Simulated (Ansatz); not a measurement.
# CHLiSi: single points off equilibrium

The task here is to estimate one member of a computed series from the others.

Computed with Ansatz 0.2.0, Gaussian basis. Level: single points in def2-TZVPP.

Correlated methods freeze the cores. The outer core shell of Li, Na, Mg and K is correlated. B3LYP uses VWN-RPA correlation.

### Starting geometry

SMILES `[Li][C]#[SiH]`, 4 atoms, charge 0, spin multiplicity 1.

Atoms are counted from 1 here; the program's logs count them from 0.

Bond lengths: Li1–C2 1.886 Å, C2–Si3 1.570 Å, Si3–H4 1.484 Å. Angles: Li1–C2–Si3 132.1°, C2–Si3–H4 177.5°.

As a file:

```xyz
4

Li   -1.6298    1.2946   -1.0534
C    -0.8627   -0.0091    0.0739
Si    0.6174   -0.4979    0.2628
H     2.0138   -0.9383    0.5034
```

Set-up of the first run:

The input, run/in.yaml:

```yaml
crystal:
  periodic: [false, false, false]
  atoms:
    - {symbol: Li, position_ang: [-1.629800, 1.294600, -1.053400]}
    - {symbol: C, position_ang: [-0.862700, -0.009100, 0.073900]}
    - {symbol: Si, position_ang: [0.617400, -0.497900, 0.262800]}
    - {symbol: H, position_ang: [2.013800, -0.938300, 0.503400]}
basis:
  gaussian: {orbitals: def2-TZVPP}
correlation: {method: ccsd_t}
output: {forces: true}
```

No record of the launch command was kept for these runs.

Among the steps run: CCSD(T)/def2-TZVPP; PBE0-D4/def2-TZVPP; wB97M-V/def2-TZVPP; r2SCAN-D4/def2-TZVPP; PBE-D4/def2-TZVPP; B3LYP-D4/def2-TZVPP; HSE06-D4/def2-TZVPP.

One table of the session follows, with a row left open; its other results are not shown here.

```
   method  RMS force component (eV/Å)  angle to CCSD(T) forces (°)  dipole (D)
  CCSD(T)                       1.957                    reference        5.35
  PBE0-D4                           ?                            ?           ?
  wB97M-V                       1.449                          3.2        4.92
r2SCAN-D4                       1.702                          1.5        5.18
   PBE-D4                       1.824                          3.5        5.07
 B3LYP-D4                       1.618                          2.4        4.99
 HSE06-D4                       1.616                          2.4        5.02
```

Q: Estimate the row for PBE0-D4 from the others.

**Answer.** RMS force component (eV/Å): 1.602; angle to CCSD(T) forces (°): 2.4; dipole (D): 5.02. In the column «RMS force component (eV/Å)» it lies between wB97M-V (1.449) and HSE06-D4 (1.616).
